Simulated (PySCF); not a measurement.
Gas-phase reaction: SiHCl₂ = SiCl₂ + H

Method: PySCF energies (xtb for GFN2) plus ideal-gas RRHO corrections (1 bar). † marks an energy on the PBE0/def2-TZVP geometry and frequencies; other levels use their own. CCSD(T) freezes the core. 6-31G* has spherical d functions here. Open shells (unrestricted): SiHCl₂ (multiplicity 2), H (multiplicity 2); the rest are closed-shell singlets. GFN2 has no spin-polarisation term. B3LYP is the form with VWN-RPA correlation. SiHCl₂: computed as isolated molecules; such fragments, hydroxides, amides, oligomers or adducts are transient or little studied in the gas. CCSD(T) isn't extrapolated to the basis-set limit; its ΔH°(298 K) is 189.2 kJ in def2-SVP and 199.4 kJ in def2-TZVPP. The harmonic model lacks anharmonicity and excited electronic states, which grow with temperature; levels with a mode under 35 cm⁻¹ are left out.

```csv
level,"ΔE electronic, kJ","ΔH°(298 K), kJ","ΔS°(298 K), J/K","ΔG°(800 K), kJ"
B3LYP/6-31G*,214,197,100,114
B3LYP/def2-TZVP†,217,200,100,118
BLYP/def2-TZVP†,203,187,100,104
CCSD(T)/def2-SVP†,205,189,100,106
CCSD(T)/def2-TZVPP†,216,199,100,117
GFN2-xTB,262,247,98,166
HF/def2-TZVP†,211,195,100,112
M06-2X/def2-TZVP†,216,200,100,117
PBE0/def2-QZVP†,223,207,100,124
PBE0/def2-TZVP,223,207,100,124
```
ΔH° is lowest at BLYP/def2-TZVP† and highest at GFN2-xTB. No reference value is set beside these.
